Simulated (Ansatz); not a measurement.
## C2H6S3, SMILES CSSSC: a ladder of methods at one geometry, step by step

Computed with Ansatz 0.2.0 through its Python package.

The script reads `c2h6s3.xyz`:
```text
11

C    -0.42360   -0.50780    1.89830
S     1.09790   -1.24320    1.45300
S     0.80000   -1.70900   -0.54020
S     1.60970   -0.08470   -1.58430
C     0.05360    0.91130   -1.79240
H    -0.47490   -0.22680    2.95630
H    -1.28090   -1.13310    1.67850
H    -0.56500    0.49490    1.34140
H     0.29600    1.79720   -2.36150
H    -0.74220    0.35210   -2.24060
H    -0.30520    1.29200   -0.78790
```

Notebook, run cell by cell (the value of a cell's last expression is shown):

```python
from pathlib import Path

import ansatz
import numpy as np
```

```python
geometry = ansatz.Crystal.molecule_from_extxyz('c2h6s3.xyz')
```

```python
setup = geometry.calculation().basis(gaussian='def2-SVP')
```

```python
print('functional    E (Ha)        dipole (D)   HOMO (eV)  LUMO (eV)')
for name in ['pbe0', 'hf', 'pbe', 'cam_b3lyp']:
    summary = setup.functional(name).forces().orbitals().run(threads=1, runs_dir='runs').report
    lines = Path(summary['orbitals_path']).read_text().splitlines()
    field_of = lambda key: [line.split('=')[1].strip() for line in lines if line.startswith(key)]
    orbitals = [(27.211386 * float(e), s, float(n)) for e, s, n in zip(field_of('Ene='), field_of('Spin='), field_of('Occup='))]
    homo = max(e for e, _, n in orbitals if n > 0.5)
    lumo = min(e for e, _, n in orbitals if n < 0.5)
    dipole = 4.803205 * np.linalg.norm(summary['charge_distribution']['dipole_moment_e_ang'])
    print(f'{name:10s} {summary["free_energy_ev"] / 27.211386246:14.6f} {dipole:9.3f} {homo:11.3f} {lumo:10.3f}')
```

    functional    E (Ha)        dipole (D)   HOMO (eV)  LUMO (eV)
    pbe0         -1273.445702     3.021      -6.647     -0.822
    hf           -1271.364382     3.192      -9.467      3.153
    pbe          -1273.335412     2.837      -5.391     -1.727
    cam_b3lyp    -1273.927762     2.847      -7.877      0.458

Caveats:
- Total energies depend on the basis set; only differences at equal settings carry meaning.
- The geometry is a force-field or estimated start, not a minimum of this method, and the basis set is short of its limit. A lower total doesn't mark the better method: functionals have no common bound, and MP2 and coupled cluster aren't variational.
- Levels such as HOMO and LUMO are orbital energies: with these approximate functionals they aren't the ionisation energy and electron affinity, and their gap isn't the fundamental gap.
- Wall time of the script: 19 s on 1 thread of Arm Neoverse V1, with other jobs on the host, peak memory 0.35 GiB.
